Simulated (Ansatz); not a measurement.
Input for Ansatz (development build ahead of 0.2.0):

```yaml
crystal:
  periodic: [false, false, false]
  atoms:
    - { symbol: F, position_ang: [0.0, 0.0, -0.62128] }
    - { symbol: F, position_ang: [0.0, 0.0, 0.62128] }
basis:
  gaussian: { orbitals: cc-pVTZ }
magnetization:
  spin_polarized: true
hamiltonian:
  xc: hf
correlation:
  method: ccsd_t
  frozen_orbitals: { F: 1 }
```

The input is written out in the form of the current development build from the run's settings.

Results

```
Converged          : yes
Reference energy   : -198.74881 hartree
Correlation energy : -0.52215 hartree
Total energy       : -199.27095 hartree
```
